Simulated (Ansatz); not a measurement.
# C3H6FNO: the cost of one run

Program: Ansatz 0.2.0. Level of theory: RKS PBE-D4/def2-SVP. These are calculated values, not measurements.

**1. Starting point**

Bond lengths: C1–C2 1.489 Å, C2–O3 1.423 Å, C2–C4 1.489 Å, O3–C4 1.324 Å, C4–N5 1.470 Å, C4–F6 1.434 Å, C1–H7 1.053 Å, C1–H8 1.071 Å, C1–H9 1.168 Å, C2–H10 1.068 Å, N5–H11 1.014 Å, N5–H12 1.011 Å. Angles (14 of 22 angles, heavy atoms first): C1–C2–O3 115.1°, C1–C2–C4 124.6°, O3–C2–C4 54.1°, C2–O3–C4 65.5°, C2–C4–O3 60.4°, C2–C4–N5 122.0°, C2–C4–F6 115.2°, O3–C4–N5 118.3°, O3–C4–F6 118.7°, N5–C4–F6 112.9°, C1–C2–H10 110.7°, O3–C2–H10 119.2°, C4–C2–H10 121.1°, C2–C1–H7 113.3°.

Coordinates:

```xyz
12

C     0.0899   -0.4513    1.6814
C     0.3405   -0.4126    0.2138
O     1.1619    0.6610   -0.2302
C    -0.0805    0.6950   -0.6878
N    -0.2994    0.4884   -2.1270
F    -0.9999    1.6337   -0.1129
H     0.8639   -0.9150    2.2246
H    -0.8591   -0.9181    1.8522
H    -0.0473    0.6250    2.1135
H     0.5176   -1.3957   -0.1644
H    -1.1350   -0.0662   -2.2785
H     0.5245    0.0006   -2.4508
```

**2. Relaxing end A**

input.yaml reads:

```yaml
crystal:
  periodic: [false, false, false]
  atoms:
    - { symbol: C, position_ang: [0.0899, -0.4513, 1.6814] }
    - { symbol: C, position_ang: [0.3405, -0.4126, 0.2138] }
    - { symbol: O, position_ang: [1.1619, 0.661, -0.2302] }
    - { symbol: C, position_ang: [-0.0805, 0.695, -0.6878] }
    - { symbol: "N", position_ang: [-0.2994, 0.4884, -2.127] }
    - { symbol: F, position_ang: [-0.9999, 1.6337, -0.1129] }
    - { symbol: H, position_ang: [0.8639, -0.915, 2.2246] }
    - { symbol: H, position_ang: [-0.8591, -0.9181, 1.8522] }
    - { symbol: H, position_ang: [-0.0473, 0.625, 2.1135] }
    - { symbol: H, position_ang: [0.5176, -1.3957, -0.1644] }
    - { symbol: H, position_ang: [-1.135, -0.0662, -2.2785] }
    - { symbol: H, position_ang: [0.5245, 0.0006, -2.4508] }
basis:
  gaussian: { orbitals: def2-SVP }
hamiltonian:
  xc: pbe
  dispersion: d4
relax:
  f_tol: 0.015
  max_steps: 40
```

On the command line:

```
ansatz run input.yaml --threads 2 --pin off --max-ram 3072MiB --backend cpu --events-out ev --progress --plain --runs-dir out
```

**Question.** How long does this run take on 2 threads of Intel Xeon 6975P-C (Granite Rapids), shared host, and how much memory does it need?

About 14 s, with a peak of 0.17 GiB.
